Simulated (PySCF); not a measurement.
# CCl⁺ at PBE0

Level: PBE0. C def2-TZVP, Cl def2-TZVP; no relativity (PySCF 2.14).

For CCl⁺, the state is ¹Σ⁺ (singlet), closed shell and the bond length is 1.535 Å. The harmonic wavenumber is 1207 cm⁻¹ and the force constant is 7.66 mdyn/Å. The rotational constant Be is 0.8008 cm⁻¹. The anharmonicity ωexe is 5.87 cm⁻¹ and the vibration–rotation constant αe is 0.00604 cm⁻¹. The well depth De to C⁺ + Cl is 6.85 eV and the dissociation energy D0 is 6.78 eV. The HOMO–LUMO gap is 6.86 eV. The bond order (Mayer) is 2.16 and the dipole moment (positive dipole points towards Cl; it is taken about the centre of mass and depends on that origin) is 0.19 D.

For an ion De counts to the pair picked by the measured ionisation energies or electron affinities, which need not be the lowest pair at this level.
